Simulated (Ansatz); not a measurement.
# Elastic constant C33 of some elemental solids other than molecular ones, all hcp

Method: PBE (Ansatz, a program for electronic structure, PAW). References are measured values at low temperature.

Values in GPa.

```json
[
 {"solid": "hcp Be", "reference": "342¶", "PBE": "382", "error (%)": "+11.7"},
 {"solid": "hcp Os", "reference": "843¶", "PBE": "821", "error (%)": "-2.6"},
 {"solid": "hcp Zr", "reference": "172", "PBE": "162", "error (%)": "-5.8"},
 {"solid": "hcp Mg", "reference": "66.5¶", "PBE": "68.8", "error (%)": "+3.5"},
 {"solid": "hcp Ti", "reference": "191", "PBE": "189", "error (%)": "-1.0"},
 {"solid": "hcp Zn", "reference": "68.5¶", "PBE": "65.4", "error (%)": "-4.5"},
 {"solid": "hcp Y", "reference": "80.1¶", "PBE": "80.7", "error (%)": "+0.7"}
]
```

Over these 7 solids the mean error is +0.3 %, the mean absolute error 4.3 % (median 3.5 %), and the worst case hcp Be at +11.7 %; the value is below the reference in 4 of 7 cases.

All these references are low-temperature values that still hold zero-point motion.

Spin–orbit coupling is left out, also for the solids with elements from indium on (hcp Os); its size isn't shown.

¶ marks references of a special kind: hcp Be, 342 ± 1 GPa (measured, 0 K, extrapolated to 0 K; as tabulated in Elastic Constants of Single Crystal Beryllium, J. Appl. Phys., doi …); hcp Os, 843 GPa (measured, 0 K, extrapolated to 0 K (read from the set's bulk modulus against, 405 at 300 K); as tabulated in Liu et al. (2023), arXiv:2002.00005); hcp Mg, 66.5 GPa (measured, 0 K, extrapolated to 0 K; zero-point effects included; as tabulated in Ibrahim et al. (2023), arXiv:2305.03577); hcp Zn, 68.5 GPa (measured, 0 K, extrapolated to 0 K; zero-point effects included; as tabulated in Galib et al. (2023), arXiv:2209.08184); hcp Y, 80.1 ± 0.2 GPa (measured, 0 K, extrapolated to 0 K; as tabulated in Elastic Constants of Yttrium Single Crystals in the Temperature Range 4.2-400 K).

Differences are worked out from the printed values.

Each level is taken at its own relaxed cell. Ansatz's density-functional and Hartree–Fock values are scalar-relativistic unless marked +SOC, with PAW data made under PBE.

Ansatz's runs of these crystals have no spin polarisation.

Not in this set, of the elemental solids other than molecular ones with a reference value in our tables and a result at some level: 7 for a reference at room or unstated temperature. These can be a level's best or worst cases. Solids without a released value at any level aren't counted. Layered and molecular crystals are counted apart. The metals Ce to Yb are counted apart.

References as tabulated in Elastic Constants of Single Crystal Beryllium, J. Appl. Phys., doi …; Liu et al. (2023), arXiv:2002.00005; Clouet (2012), arXiv:1210.1082; Ibrahim et al. (2023), arXiv:2305.03577 and others.
